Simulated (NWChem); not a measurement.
System: Na cation

Here is an NWChem input.

```
start job
memory heap 200 mb stack 900 mb global 1100 mb
charge 1
geometry units angstroms noautoz
  Na     0.000000     0.000000     0.000000
end
basis spherical
  * library def2-tzvp
end
dft
  xc becke88 lyp
  iterations 150
  mulliken
end
task dft energy
```

Output (shortened):

```
             Northwest Computational Chemistry Package (NWChem) 7.3.0
             --------------------------------------------------------

                             Geometry "geometry" -> ""
                             -------------------------

 Output coordinates in angstroms (scale by  1.889725989 to convert to a.u.)

  No.       Tag          Charge          X              Y              Z
 ---- ---------------- ---------- -------------- -------------- --------------
    1 Na                  11.0000     0.00000000     0.00000000     0.00000000

 Effective nuclear repulsion energy (a.u.)       0.0000000000

                                 NWChem DFT Module
                                 -----------------

 Summary of "ao basis" -> "ao basis" (spherical)
 ------------------------------------------------------------------------------
       Tag                 Description            Shells   Functions and Types
 ---------------- ------------------------------  ------  ---------------------
 Na                        def2-tzvp                12       32   5s4p3d

            General Information
            -------------------
          SCF calculation type: DFT
          Wavefunction type:  closed shell.
          No. of atoms     :     1
          No. of electrons :    10
           Alpha electrons :     5
            Beta electrons :     5
          Charge           :     1
          Spin multiplicity:     1
          Use of symmetry is: off; symmetry adaption is: off
          Maximum number of iterations: 150
          AO basis - number of functions:    32
                     number of shells:    12
          Convergence on energy requested:  1.00D-06
          Convergence on density requested:  1.00D-05
          Convergence on gradient requested:  5.00D-04

              XC Information
              --------------
                    Becke 1988 Exchange Functional  1.000
              Lee-Yang-Parr Correlation Functional  1.000

             Grid Information
             ----------------
          Grid used for XC integration:  medium
          Radial quadrature: Mura-Knowles
          Angular quadrature: Lebedev.
          Tag              B.-S. Rad. Rad. Pts. Rad. Cut. Ang. Pts.
          ---              ---------- --------- --------- ---------
          Na                  1.80       88          11.0       434
          Grid pruning is: on
          Number of quadrature shells:    88
          Spatial weights used:  Erf1

      Superposition of Atomic Density Guess
      -------------------------------------

 Sum of atomic energies:        -161.85181369

 Renormalizing density from      11.00 to     10

      Non-variational initial energy
      ------------------------------

 Total energy =    -152.549478
 1-e energy   =    -207.151992
 2-e energy   =      54.602514
 HOMO         =      -2.565449
 LUMO         =      -0.363048

     ---------------------------------------------
      Total Density - Mulliken Population Analysis
     ---------------------------------------------

    Atom       Charge   Shell Charges
 -----------   ------   -------------------------------------------------------
    1 Na  11    10.00   2.00  0.81  1.20 -0.01  0.00  5.55  0.44 -0.00  0.01  0.00  0.00  0.00

   convergence    iter        energy       DeltaE   RMS-Dens  Diis-err
 ---------------- ----- ----------------- --------- --------- ---------
 d= 0,ls=0.0,diis     1   -161.8651131510 -1.62D+02  3.81D-02  3.85D+00
 d= 0,ls=0.0,diis     2   -161.8722348989 -7.12D-03  1.85D-02  3.76D+00
 d= 0,ls=0.0,diis     3   -162.0816813685 -2.09D-01  4.46D-04  1.89D-03
 d= 0,ls=0.0,diis     4   -162.0817978660 -1.16D-04  7.57D-06  5.20D-07
 d= 0,ls=0.0,diis     5   -162.0817978948 -2.88D-08  1.63D-07  2.47D-10

         Total DFT energy =     -162.081797894778
      One electron energy =     -224.639461355806
           Coulomb energy =       76.826738206329
    Exchange-Corr. energy =      -14.269074745301
 Nuclear repulsion energy =        0.000000000000

 Numeric. integr. density =       10.000000000013

                       DFT Final Molecular Orbital Analysis
                       ------------------------------------

 Vector    3  Occ=2.000000D+00  E=-1.337080D+00
              MO Center= -3.0D-17, -1.0D-16,  2.6D-17, r^2= 2.3D-01
   Bfn.  Coefficient  Atom+Function         Bfn.  Coefficient  Atom+Function
  ----- ------------  ---------------      ----- ------------  ---------------
     8      0.810180  1 Na pz                 7      0.293946  1 Na py
    11      0.210067  1 Na pz                10      0.076215  1 Na py

 Vector    4  Occ=2.000000D+00  E=-1.337080D+00
              MO Center=  1.2D-16,  3.5D-17, -1.2D-17, r^2= 2.3D-01
   Bfn.  Coefficient  Atom+Function         Bfn.  Coefficient  Atom+Function
  ----- ------------  ---------------      ----- ------------  ---------------
     6      0.819443  1 Na px                 7      0.258476  1 Na py
     9      0.212468  1 Na px                 8     -0.070815  1 Na pz
    10      0.067019  1 Na py

 Vector    5  Occ=2.000000D+00  E=-1.337080D+00
              MO Center= -5.5D-19, -1.4D-17,  2.1D-17, r^2= 2.3D-01
   Bfn.  Coefficient  Atom+Function         Bfn.  Coefficient  Atom+Function
  ----- ------------  ---------------      ----- ------------  ---------------
     7      0.768178  1 Na py                 8     -0.286190  1 Na pz
     6     -0.267038  1 Na px                10      0.199176  1 Na py
    11     -0.074205  1 Na pz                 9     -0.069239  1 Na px

 Vector    6  Occ=0.000000D+00  E=-2.738926D-01
              MO Center=  1.2D-16, -1.1D-15,  3.8D-16, r^2= 4.1D+00
   Bfn.  Coefficient  Atom+Function         Bfn.  Coefficient  Atom+Function
  ----- ------------  ---------------      ----- ------------  ---------------
     4      1.230983  1 Na s                  3     -0.265134  1 Na s
     5     -0.210041  1 Na s                  2      0.096998  1 Na s
     1      0.049959  1 Na s

[...]
```

Level: BLYP/def2-TZVP.
